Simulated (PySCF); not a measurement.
All values below come from TPSSh-D3(BJ)/def2-TZVP // PBE0-D3(BJ)/def2-TZVP run with PySCF 2.14.0. Isolated molecules, 0 K electronic values unless said otherwise. One relaxed conformer stands for a flexible species; it need not be the lowest. 

Reference species (SMILES): `[CH3]` (neutral, multiplicity 2).

```yaml
highest_occupied_spin_orbital: -6.06 eV
```

Changed species: `[CH2]C=O` (radical fragment; the reference has radical fragment).

Give the shifts of the highest occupied spin orbital.

the highest occupied spin orbital falls by 0.64 eV, to -6.70 eV.
